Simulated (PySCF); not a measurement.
From one molecule to another.

First species: C₄H₆FN.
SMILES with atom numbers: `[CH3:1]/[N:2]=[CH:3]\[CH:4]=[CH:5]/[F:6]` (hydrogens: H7, H8, H9 on C1; H10 on C3; H11 on C4; H12 on C5)

Second species: C5H5Cl.
SMILES: `CC1=CC/1=C/Cl`

Levels: PBE0/def2-SVPD for dipole moment, HOMO energy, LUMO energy, HOMO–LUMO gap, static isotropic polarisability and electronic spatial extent ⟨r²⟩ about the centre of nuclear charge; TDDFT PBE0/def2-SVPD for lowest singlet excitation; TDA PBE0/def2-SVPD for lowest triplet excitation (Tamm–Dancoff); GFN2-xTB for rotational constant A and rotational constant C. Geometries: GFN2-xTB. Each structure is a single optimised conformer of the isolated species, non-relativistic unless stated. Electronic properties by PySCF.

Dipoles, sizes and rotational constants follow the conformer. The torsions of the flexible species, by atom-mapped SMILES:
- `[CH3:1]/[N:2]=[CH:3]\[CH:4]=[CH:5]/[F:6]`: N2–C3–C4–C5 180°

```csv
property,column X,column Y
dipole moment,3.90 D,2.86 D
HOMO energy,-5.92 eV,-7.03 eV
LUMO energy,-0.54 eV,-1.47 eV
HOMO–LUMO gap,5.38 eV,5.56 eV
lowest singlet excitation,4.30 eV,3.91 eV
lowest triplet excitation (Tamm–Dancoff),3.32 eV,3.22 eV
static isotropic polarisability,73.0 au,61.6 au
electronic spatial extent ⟨r²⟩ about the centre of nuclear charge,842 bohr²,744 bohr²
rotational constant A,5.837 GHz,13.154 GHz
rotational constant C,1.328 GHz,1.506 GHz
```

Q: Which column belongs to which species?

A: Column X is the second species and column Y the first. The first has 12 atoms and 46 electrons, the second 11 and 52.

Q: How does each property change from the first species to the second?

A: dipole moment +1.04 D; HOMO energy +1.11 eV; LUMO energy +0.93 eV; HOMO–LUMO gap -0.18 eV; lowest singlet excitation +0.39 eV; lowest triplet excitation (Tamm–Dancoff) +0.10 eV; static isotropic polarisability +11.4 au; electronic spatial extent ⟨r²⟩ about the centre of nuclear charge +98 bohr²; rotational constant A -7.317 GHz; rotational constant C -0.178 GHz.

On the first: The principal polarisabilities are 40.1, 52.1 and 92.5 au; their mean is the isotropic value. In atomic units the dipole is 1.13 e·bohr (1 au = 2.5417 D).

On the second: The principal polarisabilities are 48.1, 74.0 and 96.9 au; their mean is the isotropic value. S1 lies 1.08 eV below the HOMO–LUMO gap; its leading configuration is HOMO→LUMO, weight 0.99.
